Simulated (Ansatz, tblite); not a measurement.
Forces on the cluster MgF2⁻ at its r2SCAN-D4/def2-TZVPD geometry. Charge -1, multiplicity 2.

The xTB rows come from tblite. At PBE-D4/def2-TZVPD the highest occupied level of the charge -1 doublet lies above zero (up to 1.07 eV). By energy differences its removal costs 1.41 eV (vertical, to the charge 0 singlet, at PBE-D4/def2-TZVPD); a positive level beside a positive removal energy at the same level points to self-interaction error. The structure comes from a short search, and lower isomers may exist.

GFN1-xTB (tblite), largest force 1.00 eV/Å:

```xyz
3
positions Å, forces eV/Å
Mg   -0.003    0.235    0.528   -0.004    0.356    0.802
F     1.324    0.713   -0.626    0.744    0.288   -0.604
F    -1.321   -0.948    0.098   -0.740   -0.644   -0.198
```

GFN2-xTB (tblite), largest force 0.50 eV/Å:

```
Mg 0.001 -0.118 -0.266
F 0.396 0.308 0.025
F -0.398 -0.190 0.242
```

PBE-D4/def2-TZVPD (Ansatz), largest force 0.28 eV/Å:

```
Mg -0.001 0.080 0.180
F 0.216 0.095 -0.149
F -0.215 -0.175 -0.031
```
